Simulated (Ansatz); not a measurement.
For cubic BN, B3LYP (VWN-RPA form) in Ansatz (PAW) gives:

```
Item                            Result
-----------------------------  -------
lattice constant a             3.617 Å
bulk modulus                   386 GPa
band gap at the measured cell  6.54 eV
```

### Question
What does Hartree–Fock (PAW; Ansatz, a program for electronic structure) give for the same quantities?

### Answer

- lattice constant a: 3.599 Å (shrinks by 0.5 %)
- bulk modulus: 431 GPa (grows by 12 %)
- band gap at the measured cell: 13.72 eV (grows by 7.18 eV)

For comparison: lattice constant a 3.593 Å (measured, corrected for zero-point motion; as tabulated in Goldzak et al. (2022), arXiv:2208.04865); bulk modulus 410 GPa (measured, 0 K value with the zero-point phonon effect removed, our sources range from 388 to 410; as tabulated in Mejia-Rodriguez and Trickey (2018), arXiv:1807.09216); band gap 6.2 eV (measured, 300 K, not corrected to a static lattice; as tabulated in arXiv:1206.3780).

Changes are worked out from the printed values.

Unless a cell is named, each level is at its own relaxed cell (B3LYP (VWN-RPA form) 5.91, Hartree–Fock 5.83 Å³/atom).

Density-functional gaps are differences of (generalised) Kohn–Sham levels.

Ansatz's density-functional and Hartree–Fock values are scalar-relativistic unless marked +SOC, with PAW data made under PBE.
